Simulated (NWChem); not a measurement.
## Atomisation of dichloromethane (CH2Cl2)

SMILES: C(Cl)Cl
```xyz
5

Cl     1.4937     0.0000     0.2158
C      0.0000     0.0000    -0.7621
Cl    -1.4937     0.0000     0.2158
H      0.0000     0.9026    -1.3828
H      0.0000    -0.9026    -1.3828
```
Charge 0, spin multiplicity 1.

Everything below was run with NWChem. All single points use one geometry, from B3LYP/def2-SVP, a minimum by its harmonic frequencies.

Basis set: def2-TZVP. The atomisation energy is electronic alone: no zero-point, thermal, spin-orbit or counterpoise terms. No value is extrapolated to the basis-set limit. Free atoms are single determinants with multiplicities Cl 2, C 3, H 2. Correlated methods freeze the same cores in atoms and molecule, 11 orbitals in all.

```json
[
 {"method": "HF", "atomisation energy (kcal/mol)": "260.9", "relative cost": "1"},
 {"method": "PBE", "atomisation energy (kcal/mol)": "380.3", "relative cost": "under 3"},
 {"method": "PBE0", "atomisation energy (kcal/mol)": "372.2", "relative cost": "under 3"},
 {"method": "B3LYP", "atomisation energy (kcal/mol)": "363.4", "relative cost": "under 3"},
 {"method": "BLYP", "atomisation energy (kcal/mol)": "362.5", "relative cost": "under 3"},
 {"method": "TPSS", "atomisation energy (kcal/mol)": "372.7", "relative cost": "under 3"},
 {"method": "r2SCAN", "atomisation energy (kcal/mol)": "371.8", "relative cost": "under 3"},
 {"method": "MP2", "atomisation energy (kcal/mol)": "364.4", "relative cost": "under 3"}
]
```

The values span 119.4 kcal/mol, from HF (lowest) to PBE (highest). The cost column gives rough processor time relative to HF; each entry includes its own SCF. Costs are the molecule's.

B3LYP has NWChem's definition, with VWN1-RPA local correlation. The stability of the SCF solutions was not checked. Open-shell Hartree-Fock references start from PBE0 orbitals; any time given for them includes that run.
